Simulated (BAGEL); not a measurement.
# SiH3F (SiFH3) at 3 levels

Wanted: a comparison of 3 runs (HF/STO-3G, HF/6-31G*, HF/def2-TZVPP) of SiH3F (SiFH3). 

The results are computed with BAGEL 1.2.2.

1 further run of the same task is left out (it didn't finish).

### 1 The structure to begin with

SiH3F has 5 atoms, charge 0, and is taken as a singlet. SMILES: `[H][Si]([H])([H])F`. The Si1–H3 distance was set to 3.199 Å, away from the relaxed value. At this shape a bond of the SMILES string is far longer than usual.

Bond lengths: Si1–F2 1.606 Å, Si1–H4 1.454 Å, Si1–H5 1.454 Å. Angles: F2–Si1–H4 105.2°, F2–Si1–H5 105.1°, H4–Si1–H5 113.4°.

### 2 A single-point energy at HF/STO-3G (density fitting with qzvpp-jkfit) (run 1)

job.json reads:

```json
{ "bagel": [

{
  "title": "molecule",
  "basis": "sto-3g",
  "df_basis": "qzvpp-jkfit",
  "angstrom": true,
  "geometry": [
    { "atom": "Si", "xyz": [   -1.681868,   -0.010574,    0.372767 ] },
    { "atom": "F", "xyz": [   -1.670308,   -0.030924,    1.978337 ] },
    { "atom": "H", "xyz": [    1.400270,    0.011030,   -0.482220 ] },
    { "atom": "H", "xyz": [   -2.390448,    1.207136,    0.012977 ] },
    { "atom": "H", "xyz": [   -2.382318,   -1.223804,   -0.016433 ] }
  ]
},
{ "title": "hf" },
{ "title": "print", "file": "orbitals.molden", "orbitals": true }

]}
```

Run with:

```sh
$ BAGEL_NUM_THREADS=1 BAGEL job.json > job.out
```

The log of the run:

```text
* using 1 threads per process

  ===============================================================
  ===============================================================

  *** Geometry ***

  { "atom" : "Si", "xyz" : [     -3.178270,     -0.019982,      0.704428 ] },
  { "atom" : "F", "xyz" : [     -3.156425,     -0.058438,      3.738515 ] },
  { "atom" : "H", "xyz" : [      2.646127,      0.020844,     -0.911264 ] },
  { "atom" : "H", "xyz" : [     -4.517292,      2.281156,      0.024523 ] },
  { "atom" : "H", "xyz" : [     -4.501929,     -2.312654,     -0.031054 ] },

  Number of auxiliary basis functions:      259

  Since a DF basis is specified, we compute 2- and 3-index integrals:
    o Being stored without compression. Storage requirement is 0.001 GB

  Number of basis functions:       17
  Number of electrons      :       26

    * METHOD: MOLECULE                             0.14

  *** RHF ***

  === Nuclear Repulsion ===
    59.6399837700

      * DIIS with orbital gradients will be used.

  === RHF iteration (sto-3g) ===
      0       -384.84484800          0.02827311           0.00
      1       -384.81601709          0.02718012           0.00
      2       -385.04365160          0.00918657           0.00
      3       -385.05839936          0.00296266           0.00
      4       -385.05978700          0.00069663           0.01
      5       -385.05985439          0.00025984           0.00
      6       -385.05986567          0.00001343           0.00
      7       -385.05986569          0.00000208           0.00
      8       -385.05986569          0.00000041           0.01
      9       -385.05986569          0.00000006           0.01
     10       -385.05986569          0.00000002           0.00
     11       -385.05986569          0.00000000           0.01
    * SCF iteration converged.

    * Permanent dipole moment:
           (    0.701617,    -0.000969,     0.243208) a.u.

    * METHOD: HF                                   0.24

    * METHOD: PRINT                                0.00

  ===============================================================
```

It took 0.89 s on 1 thread of Intel Xeon at 2.50GHz (Skylake/Cascade Lake), shared host.

### 3 A single-point energy at HF/6-31G(d) (density fitting with qzvpp-jkfit, spherical functions) (run 2)

input.json reads:

```json
{ "bagel": [

{
  "title": "molecule",
  "basis": "6-31gs.json",
  "df_basis": "qzvpp-jkfit",
  "angstrom": true,
  "geometry": [
    { "atom": "Si", "xyz": [   -1.681868,   -0.010574,    0.372767 ] },
    { "atom": "F", "xyz": [   -1.670308,   -0.030924,    1.978337 ] },
    { "atom": "H", "xyz": [    1.400270,    0.011030,   -0.482220 ] },
    { "atom": "H", "xyz": [   -2.390448,    1.207136,    0.012977 ] },
    { "atom": "H", "xyz": [   -2.382318,   -1.223804,   -0.016433 ] }
  ]
},
{ "title": "hf" },
{ "title": "print", "file": "orbitals.molden", "orbitals": true }

]}
```

The basis set 6-31G* is read from a file made from the Basis Set Exchange's data (not shown).

Run with:

```sh
$ BAGEL_NUM_THREADS=1 BAGEL input.json > input.out
```

The log of the run:

```text
* using 1 threads per process

  ===============================================================
  ===============================================================

  *** Geometry ***

  { "atom" : "Si", "xyz" : [     -3.178270,     -0.019982,      0.704428 ] },
  { "atom" : "F", "xyz" : [     -3.156425,     -0.058438,      3.738515 ] },
  { "atom" : "H", "xyz" : [      2.646127,      0.020844,     -0.911264 ] },
  { "atom" : "H", "xyz" : [     -4.517292,      2.281156,      0.024523 ] },
  { "atom" : "H", "xyz" : [     -4.501929,     -2.312654,     -0.031054 ] },

  Number of auxiliary basis functions:      259

  Since a DF basis is specified, we compute 2- and 3-index integrals:
    o Being stored without compression. Storage requirement is 0.003 GB

  Number of basis functions:       38
  Number of electrons      :       26

    * METHOD: MOLECULE                             0.14

  *** RHF ***

  === Nuclear Repulsion ===
    59.6399837700

      * DIIS with orbital gradients will be used.

  === RHF iteration (6-31gs.json) ===
      0       -389.78164016          0.03338529           0.01
      1       -389.88502417          0.02187591           0.02
      2       -389.94074920          0.00164036           0.02
      3       -389.94135543          0.00044449           0.02
      4       -389.94140394          0.00010061           0.02
      5       -389.94140727          0.00002325           0.04
      6       -389.94140748          0.00000481           0.02
      7       -389.94140748          0.00000122           0.02
      8       -389.94140748          0.00000032           0.02
      9       -389.94140748          0.00000007           0.03
     10       -389.94140748          0.00000001           0.02
     11       -389.94140748          0.00000001           0.02
    * SCF iteration converged.

    * Permanent dipole moment:
           (    1.092497,    -0.001614,     0.407486) a.u.

    * METHOD: HF                                   0.40

    * METHOD: PRINT                                0.00

  ===============================================================
```

Run time: 1.1 s. Hardware: 1 thread of Intel Xeon at 2.50GHz (Skylake/Cascade Lake), shared host.

### 4 The energy at HF/def2-TZVPP (density fitting with qzvpp-jkfit) (run 3)

input.json reads:

```json
{ "bagel": [

{
  "title": "molecule",
  "basis": "tzvpp",
  "df_basis": "qzvpp-jkfit",
  "angstrom": "true",
  "geometry": [
    { "atom": "Si", "xyz": [      -1.681868,      -0.010574,       0.372767 ] },
    { "atom": "F", "xyz": [      -1.670308,      -0.030924,       1.978337 ] },
    { "atom": "H", "xyz": [       1.400270,       0.011030,      -0.482220 ] },
    { "atom": "H", "xyz": [      -2.390448,       1.207136,       0.012977 ] },
    { "atom": "H", "xyz": [      -2.382318,      -1.223804,      -0.016433 ] }
  ]
},

{ "title": "hf" },

{ "title": "print", "file": "orbitals.molden", "orbitals": "true" }

]}
```

Run with:

```sh
$ BAGEL_NUM_THREADS=1 BAGEL input.json > input.out
```

The log of the run:

```text
* using 1 threads per process

  ===============================================================
  ===============================================================

  *** Geometry ***

  { "atom" : "Si", "xyz" : [     -3.178270,     -0.019982,      0.704428 ] },
  { "atom" : "F", "xyz" : [     -3.156425,     -0.058438,      3.738515 ] },
  { "atom" : "H", "xyz" : [      2.646127,      0.020844,     -0.911264 ] },
  { "atom" : "H", "xyz" : [     -4.517292,      2.281156,      0.024523 ] },
  { "atom" : "H", "xyz" : [     -4.501929,     -2.312654,     -0.031054 ] },

  Number of auxiliary basis functions:      259

  Since a DF basis is specified, we compute 2- and 3-index integrals:
    o Being stored without compression. Storage requirement is 0.027 GB

  Number of basis functions:      115
  Number of electrons      :       26

    * METHOD: MOLECULE                             0.28

  *** RHF ***

  === Nuclear Repulsion ===
    59.6399837700

      * DIIS with orbital gradients will be used.

  === RHF iteration (tzvpp) ===
      0       -389.87858032          0.01802868           0.11
      1       -389.96381277          0.01308789           0.07
      2       -390.03192264          0.00112007           0.08
      3       -390.03300610          0.00022010           0.08
      4       -390.03304261          0.00005519           0.06
      5       -390.03304629          0.00001790           0.06
      6       -390.03304660          0.00000464           0.07
      7       -390.03304663          0.00000118           0.07
      8       -390.03304663          0.00000040           0.07
      9       -390.03304663          0.00000018           0.07
     10       -390.03304663          0.00000003           0.08
     11       -390.03304663          0.00000001           0.07
    * SCF iteration converged.

    * Permanent dipole moment:
           (    1.345341,     0.000669,     0.294792) a.u.

    * METHOD: HF                                   1.27

    * METHOD: PRINT                                0.03

  ===============================================================
```

Run time: 2.2 s. Hardware: 1 thread of Intel Xeon at 2.50GHz (Skylake/Cascade Lake), shared host.

### 5 The series

| run | level | energy (Eh) | dipole moment (D) | HOMO energy (eV) | LUMO energy (eV) | wall time |
| --- | --- | --- | --- | --- | --- | --- |
| 1 | HF/STO-3G (density fitting with qzvpp-jkfit) | -385.059866 | 1.89 | -4.31 | 2.21 | 0.89 s |
| 2 | HF/6-31G* (density fitting with qzvpp-jkfit, spherical functions) | -389.941407 | 2.96 | -8.31 | -0.81 | 1.1 s |
| 3 | HF/def2-TZVPP (density fitting with qzvpp-jkfit) | -390.033047 | 3.50 | -8.46 | -1.00 | 2.2 s |

### 6 Outcome

```
            quantity          value
 run 3: total energy  -390.03305 Eh
run 3: dipole moment         3.50 D
  run 3: HOMO energy       -8.46 eV
  run 3: LUMO energy       -1.00 eV
run 3: HOMO–LUMO gap        7.46 eV
```

What this shows: The dipole moment (its size) runs from 1.89 D (HF/STO-3G) to 3.50 D (HF/def2-TZVPP). The HOMO–LUMO gap runs from 6.52 eV (HF/STO-3G) to 7.50 eV (HF/6-31G*). In run 1 the basis is minimal, so the values are rough. In runs 1, 2, 3 a closed-shell determinant meets a far-stretched bond, which it describes badly. All runs together took 4.1 s, the longest 2.2 s.
